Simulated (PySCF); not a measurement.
# Solver options tried on NaS

Do solver options change the result for NaS, or only the number of cycles?

Computed with PySCF 2.14.0. Level: each script names its method and basis.

5 further runs of the same task are left out: 5 that didn't finish.

### Step 1. The system as given

NaS: 2 atoms, charge 0, spin multiplicity 2.

Bond lengths: Na1–S2 2.381 Å.

### Step 2. The run that the others are compared with

Input file input.py:

```python
from pyscf import gto, dft

mol = gto.M(
    atom='Na 0 0 0; S 0 0 2.381',
    basis='pcseg-1',
    charge=0,
    spin=1,
    verbose=4,
)
mf = dft.UKS(mol, xc='tpss')
mf.kernel()
mf.stability(internal=True, external=True)
mf.dip_moment()
print('orbital energies (hartree):', [e[max(0, n-3):n+3].round(4) for e, n in zip(mf.mo_energy, mol.nelec)])
```

Run with:

```sh
OMP_NUM_THREADS=1 python input.py
```

The log of this run is left out.

In short: E(SCF) = -560.484917 Eh, 8 cycles, ⟨S²⟩ = 0.753, μ = 8.28 D, internal stable; real -> complex stable; UHF/UKS -> GHF/GKS unstable.

The bond length is a typed value, not an optimised one.

### Step 3. Second-order solver on

Variant 1 changes second-order solver: off → on.

Input file input.py:

```python
from pyscf import gto, dft

mol = gto.M(
    atom='Na 0 0 0; S 0 0 2.381',
    basis='pcseg-1',
    charge=0,
    spin=1,
    verbose=4,
)
mf = dft.UKS(mol, xc='tpss')
mf = mf.newton()
mf.kernel()
mf.stability(internal=True, external=True)
mf.dip_moment()
print('orbital energies (hartree):', [e[max(0, n-3):n+3].round(4) for e, n in zip(mf.mo_energy, mol.nelec)])
```

Run with:

```sh
OMP_NUM_THREADS=1 python input.py
```

### Step 4. Smearing width 0.001 hartree

Variant 2 changes smearing width: none → 0.001 hartree; step after the SCF: stability → none.

input.py: that of step 2 with these lines changed.

```diff
@@ -1,2 +1,2 @@
-from pyscf import gto, dft
+from pyscf import gto, dft, scf
 
@@ -10,4 +10,4 @@
 mf = dft.UKS(mol, xc='tpss')
+mf = scf.addons.smearing_(mf, sigma=0.001, method='fermi')
 mf.kernel()
-mf.stability(internal=True, external=True)
 mf.dip_moment()
```

### Step 5. Initial guess 1e

Variant 3 changes initial guess: minao → 1e.

input.py: that of step 2 with these lines changed.

```diff
@@ -10,2 +10,3 @@
 mf = dft.UKS(mol, xc='tpss')
+mf.init_guess = '1e'
 mf.kernel()
```

### Step 6. DIIS space 4

Variant 4 changes DIIS space: default → 4.

input.py: that of step 2 with these lines changed.

```diff
@@ -10,2 +10,3 @@
 mf = dft.UKS(mol, xc='tpss')
+mf.diis_space = 4
 mf.kernel()
```

### Step 7. Convergence threshold 1e-07 hartree

Variant 5 changes convergence threshold: default → 1e-07 hartree.

input.py: that of step 2 with these lines changed.

```diff
@@ -10,2 +10,3 @@
 mf = dft.UKS(mol, xc='tpss')
+mf.conv_tol = 1e-07
 mf.kernel()
```

Before running it: what results should come out? Wanted: for each run, E(SCF); from base; gap, α spin; SCF dipole; after the SCF.

**Answer**, as computed:

| run | E(SCF) (hartree) | from base (eV) | cycles | gap, α spin (eV) | SCF dipole (D) | after the SCF |
| --- | --- | --- | --- | --- | --- | --- |
| base | -560.484917 | 0 | 8 | 2.44 | 8.28 | unstable: UHF/UKS -> GHF/GKS |
| second-order solver on | -560.484917 | 0.0000 | 3 macro | 2.44 | 8.28 | unstable: UHF/UKS -> GHF/GKS |
| smearing width 0.001 hartree | -560.470245 | not comparable | 8 | n/a | 8.32 | n/a |
| initial guess 1e | -560.484917 | 0.0000 | 11 | 2.44 | 8.28 | unstable: UHF/UKS -> GHF/GKS |
| DIIS space 4 | -560.484917 | 0.0000 | 8 | 2.44 | 8.28 | unstable: UHF/UKS -> GHF/GKS |
| convergence threshold 1e-07 hartree | -560.484917 | 0.0000 | 7 | 2.44 | 8.28 | unstable: UHF/UKS -> GHF/GKS |

Distance from each run's final energy (log10 hartree) by cycle:

| run | cycle 1 | cycle 2 | cycle 3 | cycle 5 | cycle 8 | cycle 12 |
| --- | --- | --- | --- | --- | --- | --- |
| base | -1.4 | -0.5 | -3.4 | -5.1 | < -11 | done |
| second-order solver on | -2.9 | -9.5 | < -11 | done | done | done |
| smearing width 0.001 hartree | -1.4 | -0.5 | -3.5 | -5.0 | < -11 | done |
| initial guess 1e | 0.6 | 0.5 | -1.0 | -2.6 | -6.9 | done |
| DIIS space 4 | -1.4 | -0.5 | -3.4 | -5.1 | -9.6 | done |
| convergence threshold 1e-07 hartree | -1.4 | -0.5 | -3.4 | -5.1 | done | done |

**Reading.** With second-order solver on or initial guess 1e or DIIS space 4 or convergence threshold 1e-07 hartree the SCF ends at the base energy. The base needs 8 cycles and the run with initial guess 1e needs 11.
